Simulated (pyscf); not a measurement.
Optimised with ωB97X-D3(BJ)/def2-SVP in PySCF. MP2 and CC: frozen core, UHF for open shells. ΔMP2 is the change of the MP2 total energy from the triple- to the quadruple-zeta basis.

Question: Estimate by transition-state theory the rate constant of `[SH][GeH3]` + `[FH]` → `[SH2]` + `[F][GeH3]` (singlet surface; Ge–S, F–H broken, H–S, F–Ge formed) at 900 K, with CCSD(T)/def2-TZVPP + ΔMP2(QZVPP) energies (ideal gas, 1 atm, RRHO with modes under 100 cm⁻¹ raised to 100, one conformer, R ln 2 for chiral ones without a mode under 150 cm⁻¹; no tunnelling).

Answer: The electronic barrier is 30.5 kcal/mol and the thermal terms add +29.8, so ΔG‡ = 60.3 kcal/mol. With k_BT/h = 1.88e+13 s⁻¹ and RT = 1.788 kcal/mol, and a volume of 1.23e-19 cm³ per molecule at 1 atm, k = 5.2e-21 cm³ molecule⁻¹ s⁻¹. Wigner's tunnelling factor for 661i cm⁻¹ would be 1.05. A shift of 1 kcal/mol in the barrier changes k by a factor 1.7. On the reactant side the descent ends in a complex, 6.6 kcal/mol under the separated species and 33.5 kcal/mol under the saddle at ωB97X-D3(BJ)/def2-TZVP. At ωB97X-D3(BJ) the barrier from the zero used here is 26.9 kcal/mol. One saddle was located; it need not be the lowest between these sides. The CCSD(T) − MP2 part came from Ansatz, without density fitting, on the same reference. The frozen core leaves the outer d or s,p core shells of the metals and heavy elements correlated in the MP2 and CC values, and def2-TZVPP describes them poorly, which can shift differences by a few kcal/mol. Elements up to Kr have no core potential and no relativistic terms here.
